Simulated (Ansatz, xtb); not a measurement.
## H7PSi2: where a starting geometry ends

The starting geometry of this gas-phase singlet has its atoms placed at random.

```yaml
atoms:
  - { symbol: P, position_ang: [1.3845, 2.1912, -0.0725] }
  - { symbol: Si, position_ang: [1.0159, -0.7509, 0.3645] }
  - { symbol: Si, position_ang: [-0.8532, -0.3960, -0.2817] }
  - { symbol: H, position_ang: [0.9722, 1.4056, 1.5925] }
  - { symbol: H, position_ang: [0.0830, -1.8901, 0.9133] }
  - { symbol: H, position_ang: [-0.9196, 1.1479, 0.5607] }
  - { symbol: H, position_ang: [1.9162, -1.2900, -0.5482] }
  - { symbol: H, position_ang: [-0.0621, 1.9043, -0.4113] }
  - { symbol: H, position_ang: [-1.0839, -0.1317, -1.9741] }
  - { symbol: H, position_ang: [-1.1964, -0.4737, 1.6777] }
```

Task: One run relaxed it with r2SCAN-D4/def2-SVP. What is a likely outcome?

Result: It ends as `[SiH3][SiH2]P`. Distances that change by over a tenth: Si2–Si3 (2.01 → 2.34 Å), Si3–H6 (1.76 → 1.50 Å), Si3–H9 (1.73 → 1.50 Å). Contacts that close: P1–Si2 (3.00 → 2.28 Å), P1–H4 (1.89 → 1.43 Å), Si3–H10 (1.99 → 1.50 Å).

The energy falls by 9.95 eV over 24 steps:

```
step  E − E(last) (eV)
   1             9.952
   4             2.909
   6             1.096
   9             0.125
  11             0.059
  14             0.039
  16             0.016
  19             0.003
  21             0.000
  24             0.000
```

Final geometry (Å):

```xyz
10

P     2.0268    1.5053    0.3953
Si    0.9395   -0.4965    0.4017
Si   -1.3518   -0.2761   -0.0450
H     1.0391    2.1463    1.2088
H     1.1590   -1.1181    1.7448
H    -1.9704    0.6057    0.9931
H     1.5966   -1.3643   -0.6247
H     1.4126    1.9354   -0.8238
H    -1.5298    0.3701   -1.3823
H    -2.0649   -1.5912   -0.0468
```

From the same start GFN2-xTB reaches the same bonding as this run.

From so rough a start the end depends on the optimiser's path, so another program may land elsewhere. The end wasn't checked by frequencies. Run with Ansatz 0.2.0, 35 s on 2 threads of Arm Neoverse V2, on a shared host.
